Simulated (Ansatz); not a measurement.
# BH2⁺, singlet: reading a ladder of total energies

Geometry: a point of a stretch scan, not a stationary point.

```yaml
atoms:
  - { symbol: B, position_ang: [0.0000, 0.0000, 0.4833] }
  - { symbol: H, position_ang: [0.0000, 0.0000, -2.1457] }
  - { symbol: H, position_ang: [0.0000, 0.0000, 1.6625] }
```

Basis cc-pVQZ; Ansatz 0.2.0. Correlated methods freeze the noble-gas cores, which leaves 4 electrons in 114 orbitals. R marks a restricted (for open shells ROHF) determinant.

Full CI is exact within this basis and frozen core; it isn't the basis-set limit.

Runs differ by some tens of microhartree through their thresholds, so steps under 0.03 kcal/mol mean nothing.

```
     level  total energy (hartree)
       RHF              -25.269935
      RMP2              -25.362161
    RCCSD*              -25.398086
 RCCSD(T)*              -25.402204
   RCCSDT*              -25.402801
RCCSDT(Q)*              -25.402973
   full CI              -25.403009
```

What is the correlation energy at full CI, and what share of it do RMP2 and RCCSDT recover?

E(corr) = -25.403009 − (-25.269935) = -0.133074 hartree = -3.621 eV. RMP2: -0.092226 / -0.133074 = 69.30 %. RCCSDT: -0.132866 / -0.133074 = 99.84 %.

By how many kcal/mol does RCCSD(T) miss full CI (1 hartree = 627.509 kcal/mol), and which steps make up the rest?

-25.402204 − (-25.403009) = 0.000805 hartree = 0.51 kcal/mol. Steps: RCCSDT − RCCSD(T) = -0.37, RCCSDT(Q) − RCCSDT = -0.11, full CI − RCCSDT(Q) = -0.02 kcal/mol. That is within 1 kcal/mol of the reference in this basis, which itself misses far more of the correlation at the basis-set limit.

An asterisk marks runs whose energy the program itself flagged as in doubt.
